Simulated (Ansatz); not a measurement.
This Ansatz (a quantum-chemistry and plane-wave program) input (CCSD(T)/def2-SVPD) gives -76.43967 Eh with 48 basis functions.

Ansatz 0.2 input:
```yaml
crystal:
  periodic: [false, false, false]
  atoms:
    - {symbol: C, position_ang: [-0.00000000, -0.00000000, -0.48944061]}
    - {symbol: C, position_ang: [0.00000000, 0.00000000, 0.74906153]}
    - {symbol: H, position_ang: [-0.00000000, -0.00000000, -1.55772552]}
basis:
  gaussian:
    orbitals: def2-SVPD
total_charge: -1
magnetization: {spin_polarized: false}
correlation: {method: ccsd_t, electrons: outside_noble_gas}
```

Change:
```diff
- orbitals: def2-SVPD
+ orbitals: pcseg-2
```

Problem. What does the run give now?

Solution. -76.56114 Eh (CCSD(T)/pcseg-2, 74 functions), a change of -121.47 mEh.
